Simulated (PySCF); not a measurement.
C4H10.
SMILES with atom numbers: `[CH3:1][CH:2]([CH3:3])[CH3:4]` (hydrogens: H5, H6, H7 on C1; H8 on C2; H9, H10, H11 on C3; H12, H13, H14 on C4)

Cartesian coordinates in Å at the PBE0-D3(BJ)/def2-SVP level; atoms count from 1:
```xyz
14
C4H10 angstrom
C     -0.0123    1.3734   -0.6084
C      0.0542    0.1079    0.2397
C      1.2363   -0.7655   -0.1663
C     -1.2550   -0.6706    0.1719
H      0.9174    1.9589   -0.5330
H     -0.1628    1.1238   -1.6725
H     -0.8457    2.0237   -0.2992
H      0.2086    0.4154    1.2908
H      2.1883   -0.2170   -0.0904
H      1.1308   -1.1056   -1.2105
H      1.3131   -1.6621    0.4687
H     -1.2249   -1.5673    0.8106
H     -2.1085   -0.0548    0.4966
H     -1.4590   -1.0039   -0.8598
```

Computed with core-valence-separated Tamm–Dancoff BHandHLYP/aug-pcX-1 (pcseg-1 on H) in PySCF, non-relativistic, gas phase, PBE0-D3(BJ)/def2-SVP geometry. BHandHLYP without relativity tends to put these K edges a few eV too low, so spacings mean more than positions.

The lowest roots of each edge with f over 0.003 (five at most, numbered afresh; weaker and dark ones are left out), with transition dipoles (au) in the frame of the coordinates:

| root | edge | E (eV) | f | μx | μy | μz |
| --- | --- | --- | --- | --- | --- | --- |
| 1 | C | 285.29 | 0.0153 | 0.0457 | -0.0099 | -0.0021 |
| 2 | C | 285.29 | 0.0154 | 0.0093 | 0.0433 | -0.0155 |
| 3 | C | 285.71 | 0.0185 | -0.0072 | -0.0143 | -0.0489 |
| 4 | C | 285.94 | 0.0719 | -0.0135 | -0.0277 | -0.0965 |
| 5 | C | 285.99 | 0.0427 | 0.0165 | 0.0725 | -0.0240 |

Task: Molecules are fixed in this frame and the field points along (1, 1, 0)/√2. What effective strengths 3 f cos²θ do the roots have (θ between field and μ)?

Result: root 1 (C1/C3/C4): 0.013, root 2 (C1/C3/C4): 0.029, root 3 (C2): 0.005, root 4 (C1/C3/C4): 0.018, root 5 (C1/C3/C4): 0.083. Root 5 is the strongest. Averaged over all orientations cos²θ is 1/3, which gives f back. For degenerate partners only the sum has meaning, as the program may mix them freely.

Cost: about 23 s of CPU time on one thread; the machine was shared, so the figure is rough.
